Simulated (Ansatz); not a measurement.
NbRh (P4/mmm)

The calculation used Ansatz, DFT r2SCAN, scalar-relativistic, plane waves, PAW.

Plane waves to 500 eV, a k mesh through Γ of 14×14×12 on the computed 2-atom cell and Gaussian smearing (0.10 eV); no spin polarisation.

The structure is relaxed at this level of theory with its symmetry kept. Whether it is the stable form of this composition wasn't checked.

The structure is tetragonal, space group P4/mmm (No. 123). The conventional cell has a = 2.849 Å, b = 2.849 Å, c = 3.851 Å, α = 90.00°, β = 90.00°, γ = 90.00°. Nb (site symmetry 4/mmm) is surrounded by 8 Rh at 2.79 Å and 4 Nb at 2.85 Å. Around Rh (site symmetry 4/mmm) lie 8 Nb at 2.79 Å and 4 Rh at 2.85 Å.

| Item | Value |
| --- | --- |
| Volume per atom | 15.63 Å³ |
| Formation energy from the elements' standard states (uncorrected) | -0.449 eV/atom |
| Generalised Kohn–Sham band gap | none (metal) |
| Density of states at the Fermi level | 1.57 states/eV per cell |
| Löwdin character within 0.5 eV of the Fermi level | Nb 4d 62 %, Rh 4d 26 %, unprojected 5 % |
| Bulk modulus | 234 GPa |
| Its pressure derivative | 4.2 |
| Bader charges (e) | Nb (1 in the cell) 1.03, Rh (1 in the cell) -1.03 |